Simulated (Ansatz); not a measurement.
System: RbSn₂Br₅ (I4/mcm, No. 140; cell taken from a computed entry). Method: PBE0 in Ansatz (PAW).

Numerical settings: plane-wave cutoff 460 eV, 4×4×4 k mesh, Fermi–Dirac smearing 0.01 eV, scalar-relativistic PAW data made under PBE.

Cell (relaxed with PBEsol):

```
CELL_PARAMETERS angstrom
     -4.10913     4.10913     7.42254
      4.10913    -4.10913     7.42254
      4.10913     4.10913    -7.42254
ATOMIC_POSITIONS crystal
  Rb 0.25000 0.25000 0.00000
  Rb 0.75000 0.75000 0.00000
  Sn 0.16919 0.33081 0.50000
  Sn 0.83081 0.66919 0.50000
  Sn 0.33081 0.83081 0.16162
  Sn 0.66919 0.16919 0.83838
  Br 0.47331 0.29067 0.50000
  Br 0.52669 0.70933 0.50000
  Br 0.29067 0.79067 0.81736
  Br 0.70933 0.20933 0.18264
  Br 0.79067 0.97331 0.50000
  Br 0.20933 0.02669 0.50000
  Br 0.97331 0.47331 0.18264
  Br 0.02669 0.52669 0.81736
  Br 0.00000 0.00000 0.00000
  Br 0.50000 0.50000 0.00000
```

Task: Estimate the band gap, smallest direct gap on the k points sampled and direct gap at Γ that the calculation returns.

Result: 
- band gap = 3.71 eV
- smallest direct gap on the k points sampled = 4.00 eV
- direct gap at Γ = 4.15 eV

Note: cell and atoms aren't relaxed at this level (pressure 1.4 GPa).

Spin–orbit coupling is not included.

Ansatz is a quantum-chemistry and plane-wave program.
